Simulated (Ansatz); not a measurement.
Born–Oppenheimer molecular dynamics of AlH$_{5}$O (7 atoms, charge 0, multiplicity 1). It starts at the highest image of a converged band, a first-order saddle point between two minima.

All numbers below come from RKS PBE/6-31G* (Ansatz).

```
ensemble                      : NVE (velocity Verlet)
time step                     : 0.5 fs
steps asked                   : 200
starting velocities drawn for : 300 K
seed                          : 8959
```

First frame:

```xyz
7
Properties=species:S:1:pos:R:3
Al 0.052 -0.226 -0.094
H -0.024 -0.079 1.694
H 1.430 0.365 -0.638
H -1.400 0.064 -0.706
O 0.201 -2.004 0.588
H -0.628 -2.523 0.521
H 0.040 -1.122 1.490
```

Problem. How far do the bonds stretch over the last three quarters of this one trajectory? (Pairs bonded in most of those frames.)

Solution. 
| bond | mean (Å) | spread (Å) | shortest | longest |
| --- | --- | --- | --- | --- |
| Al1–H2 | 1.608 | 0.018 | 1.58 | 1.64 |
| Al1–H3 | 1.630 | 0.074 | 1.51 | 1.76 |
| Al1–H4 | 1.620 | 0.008 | 1.60 | 1.64 |
| O5–H6 | 0.985 | 0.032 | 0.94 | 1.04 |
| O5–H7 | 0.989 | 0.028 | 0.94 | 1.04 |

Mean temperature of the second half: 542 K. The conserved energy stayed within 0.23 meV per atom of its start (net change -0.1 meV per atom), so the integration is sound. The kinetic energy rose, since the run started high on the potential surface and went downhill. A run of 0.1 ps of so small a system gives no equilibrium averages. The orbitals stay closed-shell, which can raise the energy where a bond breaks towards radicals; this wasn't checked here.

The run took 2.7 min on 1 thread of Arm Neoverse V2, with other jobs on the host, peak memory 0.088 GiB.
